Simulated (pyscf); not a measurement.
Addition across a multiple bond or ene-type step: H₃C–AlH₂ + ethylene (H₂C=CH₂) → H₃C–CH₂–CH₂–AlH₂

Gas phase, singlet surface, charge 0. Bonds broken: C1–Al2. Bonds formed: C1–C8, Al2–C9. Optimised with ωB97X-D3(BJ)/def2-SVP in PySCF. MP2 and CC: frozen core, UHF for open shells. ΔMP2 is the change of the MP2 total energy from the triple- to the quadruple-zeta basis.

Transition state (Å):

```xyz
13

C     -1.4195    -0.3433     0.1664
Al     0.0240     0.4702     1.5334
H     -1.0322    -1.2396    -0.3367
H     -2.2373     0.0929    -0.4182
H     -1.8915    -0.6779     1.1118
H     -0.7946     1.3745     2.5517
H      0.8513    -0.8312     1.9076
C     -0.1472     1.1790    -0.6224
C      0.9820     1.6164     0.1353
H     -0.0129     0.4949    -1.4634
H     -0.9845     1.8713    -0.7439
H      1.9579     1.1941    -0.1243
H      0.9799     2.6578     0.4723
```

One imaginary mode, 549i cm⁻¹; descent along it reached the two sides named, in the forms told below.

```
bond    change  reactant side (Å)  saddle  product side
------  ------  -----------------  ------  ------------
C1–Al2  breaks              1.970   2.148           3.4
C1–C8    forms                3.2   2.135         1.529
Al2–C9   forms              2.598   2.046         1.964
```

Electronic energies relative to the separated reactants (kcal/mol):

| level | barrier | reaction energy | reverse barrier |
|---|---|---|---|
| ωB97X-D3(BJ)/def2-TZVP | 13.4 | -25.2 | 38.6 |
| PBE/def2-TZVP | 10.4 | -21.6 | 32.1 |
| r²SCAN/def2-TZVP | 9.3 | -23.0 | 32.3 |
| B3LYP-D3(BJ)/def2-TZVP | 16.0 | -20.6 | 36.6 |
| PBE0-D3(BJ)/def2-TZVP | 9.9 | -26.3 | 36.3 |
| M06-2X/def2-TZVP | 13.5 | -23.3 | 36.8 |
| ωB97M-D3(BJ)/def2-TZVP | 16.0 | -22.3 | 38.3 |
| HF/def2-TZVP | 33.7 | -15.5 | 49.2 |
| MP2/def2-QZVPP | 15.1 | -24.2 | 39.3 |
| CCSD/def2-TZVPP | 20.2 | -21.4 | 41.6 |
| CCSD(T)/def2-TZVPP | 17.1 | -21.6 | 38.7 |
| CCSD(T)/def2-TZVPP + ΔMP2(QZVPP) | 16.9 | -21.7 | 38.6 |

With CCSD(T)/def2-TZVPP + ΔMP2(QZVPP) energies and thermal terms (ideal gas, 1 atm, RRHO with modes under 100 cm⁻¹ raised to 100, one conformer, R ln 2 for chiral ones without a mode under 150 cm⁻¹), in kcal/mol:

| T (K) | ΔH‡ | ΔG‡ | ΔH | ΔG |
|---|---|---|---|---|
| 298 | 18.5 | 31.2 | -18.4 | -7.0 |
| 600 | 18.5 | 44.0 | -18.3 | +4.5 |
| 900 | 19.0 | 56.7 | -17.6 | +15.7 |
| 1200 | 19.5 | 69.2 | -16.6 | +26.7 |

On the reactant side the descent ends in a bound adduct, 13.1 kcal/mol under the separated species and 26.5 kcal/mol under the saddle at ωB97X-D3(BJ)/def2-TZVP. At the saddle there is also a short Al–C contact that neither side keeps. H₃C–CH₂–CH₂–AlH₂ lies 24.5 kcal/mol over its isomer H₃C–Al(CH₃)–CH₃ (electronic energy, ωB97M-D3(BJ)/def2-TZVP). This is the saddle that the search found; another between the same sides may lie lower. The CCSD(T) − MP2 part came from Ansatz, without density fitting, on the same reference.
